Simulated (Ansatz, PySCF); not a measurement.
Species: C3H7O, charge 0, multiplicity 2. It need not be the lowest isomer of its formula. 
Geometry from a B3LYP-D3(BJ)/def2-TZVP (Ansatz, a quantum-chemistry and plane-wave program) optimisation:
```xyz
11

O      0.0523    -0.6706     0.1071
C     -0.0603     0.6776    -0.0442
C      1.3727    -1.1799     0.0162
C     -1.4467     1.1966    -0.0072
H      0.7128     1.1611    -0.6368
H      1.3058    -2.2608     0.1190
H      1.8188    -0.9338    -0.9534
H      2.0015    -0.7731     0.8135
H     -2.0459     0.8526    -0.8637
H     -1.9639     0.8656     0.8972
H     -1.4418     2.2870    -0.0213
```
Charge 0, spin multiplicity 2.

Total electronic energies in hartree. Cores are frozen in the correlated levels unless marked. Open shells are spin-unrestricted. Spin-orbit coupling is left out. Non-relativistic. CBS(X,Y): correlation extrapolated as X^-3; Hartree-Fock from the larger set. [CCSD(T)-MP2]/basis is that difference in the basis named.

| level | program | energy (Eh) |
|---|---|---|
| HF/cc-pVTZ | Ansatz | -192.55430 |
| PBE-D3(BJ)/def2-TZVPD | Ansatz + dftd3 | -193.51859 |
| r2SCAN-D3(BJ)/def2-TZVPD | Ansatz + dftd3 | -193.65036 |
| PBE0-D3(BJ)/def2-TZVP | Ansatz + dftd3 | -193.53587 |
| PBE0/def2-TZVPD | PySCF | -193.53233 |
| BHLYP-D3(BJ)/def2-TZVPD | Ansatz + dftd3 | -193.65440 |
| BHLYP-D4/def2-TZVPD | Ansatz + dftd4 | -193.65281 |
| CAM-B3LYP-D3(BJ)/def2-TZVPD | Ansatz + dftd3 | -193.67223 |
| B2GP-PLYP/def2-TZVPD | Ansatz | -193.55142 |
| PBE-QIDH/def2-TZVPD | Ansatz | -193.49681 |
| MP2/cc-pVDZ | Ansatz | -193.08406 |
| RI-MP2/CBS(cc-pVTZ,cc-pVQZ) | Ansatz | -193.3907 |
| CCSD/6-31G* | Ansatz | -193.07051 |
| CCSD(T)/6-31G | Ansatz | -192.82051 |
| RI-MP2/CBS(cc-pVTZ,cc-pVQZ)+[CCSD(T)-MP2]/cc-pVDZ | Ansatz | -193.4595 |

Totals of different functionals don't rank their quality; only differences between species are comparable.
